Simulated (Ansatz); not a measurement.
Consider a test of scalar relativity of H₄Si, SMILES [SiH4] (the Python package of Ansatz (0.2.0)).

Script `x2c_h4si.py`:
```python
# -*- coding: utf-8 -*-
"""H4Si with and without the spin-free two-component Hamiltonian."""

import ansatz as az
import numpy as np

GEOMETRY = """
Si   -0.00002    0.00027   -0.00078
H     0.95125   -0.67731    0.87641
H    -1.30898    0.04420    0.64596
H    -0.10316   -0.72917   -1.26215
H     0.46091    1.36202   -0.25944
"""


def main():
    geometry = az.Crystal.molecule()
    for line in GEOMETRY.strip().splitlines():
        symbol, *xyz = line.split()
        geometry = geometry.atom(symbol, [float(v) for v in xyz])

    job = geometry.calculation().functional("HF").forces()
    # a set contracted for a scalar-relativistic Hamiltonian goes with the relativistic run
    sets = {"none": "cc-pVTZ", "scalar": "cc-pVTZ-DK"}
    found = {kind: job.basis(gaussian=basis).pseudopotentials(relativity=kind).run(threads=1, pin="off").report for kind, basis in sets.items()}
    for kind, each in found.items():
        dipole = 4.803205 * np.linalg.norm(each["charge_distribution"]["dipole_moment_e_ang"])
        print(f"{kind:7s} E = {each['free_energy_ev']:.4f} eV  dipole {dipole:.3f} D  largest force component {np.abs(each['forces_ev_ang']).max():.4f} eV/A")
    print(f"relativity lowers the total energy by {found['none']['free_energy_ev'] - found['scalar']['free_energy_ev']:.3f} eV")


if __name__ == "__main__":
    main()
```

What does scalar relativity change in the total energy and in the dipole?

The total moves by -16.4 eV, nearly all in the cores, and the dipole from 0.00 to 0.00 D.

The run itself:

```console
$ python x2c_h4si.py
none    E = -7925.5911 eV  dipole 0.005 D  largest force component 0.3373 eV/A
scalar  E = -7941.9600 eV  dipole 0.005 D  largest force component 0.3244 eV/A
relativity lowers the total energy by 16.369 eV
```

What to keep in mind:
- Total energies depend on the basis set; only differences at equal settings carry meaning.
- The geometry is a force-field or estimated start, not a minimum of this method. The basis set changes with the Hamiltonian (a set recontracted for scalar relativity), and most of the change in the total lies in the cores.
- The whole script took 1.2 s on 1 thread of Arm Neoverse V2, on a shared host, peak memory 0.19 GiB.
